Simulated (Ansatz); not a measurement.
**Which method gave which barrier?**

Saddle point of BH$_{3}$SO, closed shell (BH₃SO ([OH][BH][SH]) → BHO ([BH][O]) + H₂S; bonds formed: S2–H4; bonds broken: B1–S2, O3–H4), PBE0-D4/def2-TZVP structure:

```
6
angstrom
B -0.3578 0.7278 -0.3157
S 1.1470 -0.5696 0.5117
O -0.8256 -0.0460 -1.2011
H 0.1801 -0.8878 -0.6156
H -0.4504 1.8093 0.1679
H 0.3068 -1.0335 1.4528
```

Computed with Ansatz 0.2.0 (basis: def2-TZVPP, with def2-QZVPP for the basis limit); correlated methods freeze the cores. Extrapolation: Hartree–Fock as exp(−7.88 √X), correlation as X^−2.97. Four methods, as single points on the PBE0-D4 structures, gave these electronic barriers from the start structure: 1.804, 2.035, 2.114, 2.817 eV.

Q: The methods were, in alphabetical order, HF, MP2, r2SCAN-D4, SPW92. Which gave which? (Judge from chemistry; the calculation decides.)

A: The calculation gives: SPW92 1.804; r2SCAN-D4 2.035; MP2 2.114; HF 2.817 eV. For comparison, CCSD(T) at an estimated basis limit (MP2 extrapolated from triple and quadruple zeta, plus CCSD(T) − MP2 in triple zeta) gives 2.180 eV.

T1 diagnostic: at most 0.019.

Labels in which every atom is bracketed show which atoms are joined, not bond orders.

For scale, one of the runs: CCSD(T)/def2-TZVPP, 146 basis functions, launched by `ansatz run in.yaml --threads 2 --pin off --events-out ev --progress --plain --max-ram 4352MiB`. Time: 13 s of wall clock on 2 CPU threads of an Arm Neoverse V2; the host was shared. Peak host memory: 0.88 GiB.
